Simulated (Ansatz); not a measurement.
# CSF+ (triplet): the correlation ladder, cc-pVDZ

One table from this session's results is given with a row withheld; the runs are named, their logs left out.

Program: Ansatz 0.2.0, Gaussian basis. Level of theory: cc-pVDZ, core rule «outside noble gas», up to 7 orbitals frozen. These are calculated values, not measurements.

The runs, in order: UHF; CCSD(T) on ROHF; CCSD(T) on UHF; BCCD(T) on ROHF; CISD; CCSDT(Q) on ROHF; CCSDT(Q) on UHF; CASSCF and MRCISD+Q, 14 electrons in 11 orbitals; CASSCF and NEVPT2, 14 electrons in 11 orbitals.

26 further runs of the same task are left out: 11 that didn't finish, 15 set aside as unsound or not needed.

### The system

The geometry is a PBE0/def2-TZVP stationary point (not a proven minimum) of the parent state, kept for this charge and spin.

3 atoms, charge 1, spin multiplicity 3.

Atoms are counted from 1 here; the program's logs count them from 0.

Bond lengths: F1–C2 1.296 Å, C2–S3 1.571 Å. Angles: F1–C2–S3 132.1°.

Set-up of the first run:

Contents of in.yaml:

```yaml
crystal:
  periodic: [false, false, false]
  atoms:
    - {symbol: F, position_ang: [0.000000, -0.166439, 1.549273]}
    - {symbol: C, position_ang: [0.000000, 0.451313, 0.410307]}
    - {symbol: S, position_ang: [0.000000, -0.070435, -1.071629]}
basis:
  gaussian: {orbitals: cc-pVDZ}
total_charge: 1
magnetization: {spin_polarized: true, initial_magnetization: 2}
hamiltonian: {xc: hf}
output: {orbitals: {seedname: orbitals}}
```

On the command line:

```
> ansatz run in.yaml --threads 1 --pin off --events-out ev --progress --plain --max-ram 2393MiB
```

Steps of the session up to this table: UHF; CCSD(T) on ROHF; CCSD(T) on UHF; BCCD(T) on ROHF; CISD; CCSDT(Q) on ROHF; CCSDT(Q) on UHF; CASSCF and MRCISD+Q, 14 electrons in 11 orbitals; CASSCF and NEVPT2, 14 electrons in 11 orbitals.

One of the session's tables, all rows but one given; the rest of the session is left out.

```
          method  from UCCSDT(Q) (kcal/mol)
            ROHF                    +273.53
             UHF                    +269.24
            RMP2                     +27.14
            UMP2                     +27.92
            CISD                     +37.09
           RCCSD                     +11.36
           UCCSD                     +11.33
        RCCSD(T)                      +2.14
        UCCSD(T)                      +2.21
         BCCD(T)                          ?
          RCCSDT                      +0.88
          UCCSDT                      +0.88
       RCCSDT(Q)                      +0.22
       UCCSDT(Q)                          0
  CASSCF valence                    +203.59
  NEVPT2 valence                     +30.89
  MRCISD valence                     +18.36
MRCISD+Q valence                      +2.64
```

**Question.** Estimate the row for BCCD(T).

**Answer.** from UCCSDT(Q) (kcal/mol): +1.96. In the column «from UCCSDT(Q) (kcal/mol)» it lies between UCCSDT (+0.88) and RCCSD(T) (+2.14).

To keep in mind: Restricted and unrestricted rows rest on different reference determinants; where their highest levels disagree by more than a few hundredths of an eV, they describe different states and don't form one ladder.
